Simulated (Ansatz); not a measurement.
Molecule (SMILES): [O]F (O-F), doublet.
Atoms: O1, F2. Bonds: O1-F2.

Basis-set convergence of the optimised O1-F2 bond length at PBE with Ansatz (a first-principles code). All functions are spherical. The program fits the integrals of some runs and decomposes those of others, by size. Open shells are unrestricted. No added dispersion term, no relativity. Reference: the value in pcseg-4, 1.3584 Å, itself unsure by roughly 0.0003 Å (its mean distance from aug-pcseg-3, aug-cc-pVQZ, cc-pV5Z). Deviations are taken from unrounded values.

```json
[
 {"basis": "STO-3G", "functions": "10", "optimised O1-F2 bond length (Å)": "1.3764", "minus reference (Å)": "0.0180"},
 {"basis": "3-21G", "functions": "18", "optimised O1-F2 bond length (Å)": "1.4388", "minus reference (Å)": "0.0804"},
 {"basis": "cc-pVDZ", "functions": "28", "optimised O1-F2 bond length (Å)": "1.3651", "minus reference (Å)": "0.0067"},
 {"basis": "6-311+G**", "functions": "44", "optimised O1-F2 bond length (Å)": "1.3650", "minus reference (Å)": "0.0066"},
 {"basis": "6-311++G(2d,2p)", "functions": "54", "optimised O1-F2 bond length (Å)": "1.3620", "minus reference (Å)": "0.0036"},
 {"basis": "cc-pVTZ", "functions": "60", "optimised O1-F2 bond length (Å)": "1.3609", "minus reference (Å)": "0.0025"},
 {"basis": "pcseg-2", "functions": "60", "optimised O1-F2 bond length (Å)": "1.3609", "minus reference (Å)": "0.0025"},
 {"basis": "def2-TZVPP", "functions": "62", "optimised O1-F2 bond length (Å)": "1.3596", "minus reference (Å)": "0.0012"},
 {"basis": "cc-pV5Z", "functions": "182", "optimised O1-F2 bond length (Å)": "1.3587", "minus reference (Å)": "0.0004"}
]
```

The smallest set listed that lies within 0.005 Å of the reference with all its larger relatives (same family, alike in diffuse functions; a set with none counts only in the reference's own line) is 6-311++G(2d,2p) (54 functions, 0.0036 Å off). (Relatives not listed, tested too: 6-311++G(3df,3pd) -0.0023, cc-pVQZ 0.0009, def2-QZVP 0.0011, def2-QZVPP 0.0011, pcseg-3 0.0004, pcseg-4 0.0000 Å.)
